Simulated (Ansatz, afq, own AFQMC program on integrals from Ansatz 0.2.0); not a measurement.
## NH$_{2}$O, doublet → NH$_{2}$O, quartet

```tsv
atom	x (Å)	y (Å)	z (Å)
N	0.0000	0.0000	0.5984
O	0.0000	0.0000	-0.6635
H	0.0000	0.8762	1.1083
H	0.0000	-0.8762	1.1083
```

Connectivity, by distances: NH2–O.

E(quartet, charge +0) − E(doublet, charge +0) at this geometry, on UHF and UHF determinants.

Basis cc-pVDZ. Noble-gas cores (and the filled d shells of Ga–Kr and In–Xe) are frozen. Integrals, coupled cluster, full CI and functionals: Ansatz 0.2.0; the random walks run on the same integrals in our own AFQMC program. The CISD trial takes its coefficients from CCSD amplitudes. Released means that phaseless walkers are propagated on without the constraint, phases kept. Error bars are statistical, one sigma. The errors of all members are added in quadrature.

No full CI on the walks' own integrals is used here. The released AFQMC energy serves as the reference, which it does only where one determinant dominates, the energy is flat over the last release times and near the phaseless one (40 meV or 2 meV an electron, half that with transition metals). On small molecules, where full CI could be run and the noise was under 10 meV, such values lay within 10 meV of it in 19 cases of 20, a flattering rate, since the rule was set on those same cases; what remains of the bias isn't in the error bar. Each member takes its own surest rung, up to full CI.

Errors are counted within cc-pVDZ, not against nature.

Cautions: NH₂O (doublet): the released value is read at 2.40 1/Eh with a noise of 22 meV, more than in the cases checked (meV from the phaseless value at times in 1/Eh: 9 ± 19 at 0.24, -9 ± 13 at 0.51, -20 ± 15 at 0.99, -34 ± 21 at 1.62, -37 ± 22 at 2.40); NH₂O (quartet): another spin lies lower, the released value is read at 2.40 1/Eh with a noise of 21 meV, more than in the cases checked (meV from the phaseless value at times in 1/Eh: -12 ± 21 at 0.24, -16 ± 16 at 0.51, -46 ± 18 at 0.99, 3 ± 18 at 1.62, -33 ± 21 at 2.40); the upper state may be diffuse, so the gap hangs on the basis.

```tsv
level	vertical spin gap (kcal/mol)
CCSD	159.2
MP2	164.2
```

(1) From these cheaper values, estimate the vertical spin gap at the reference level in cc-pVDZ.

(1) 159.1 ± 0.7 kcal/mol (AFQMC with the constraint released in cc-pVDZ).

```json
{"level": "HF", "vertical spin gap (kcal/mol)": "144.3", "error against released AFQMC (kcal/mol)": "-14.8 ± 0.7"}
{"level": "CCSD(T)", "vertical spin gap (kcal/mol)": "158.7", "error against released AFQMC (kcal/mol)": "-0.4 ± 0.7"}
{"level": "ph-AFQMC/CISD", "vertical spin gap (kcal/mol)": "159.0 ± 0.6", "error against released AFQMC (kcal/mol)": "-0.1 ± 0.9"}
```

Correlation beyond CCSD(T) changes it by less than twice the noise. The perturbative (T) step is worth −0.5 kcal/mol.

A walk keeps the symmetry of its determinant, which the program's search chose and which needn't be the lowest solution, so a lower state of the same spin and another symmetry isn't excluded. Released energies are given only where the last usable release times agree within the noise; a slower fall can still hide under it.
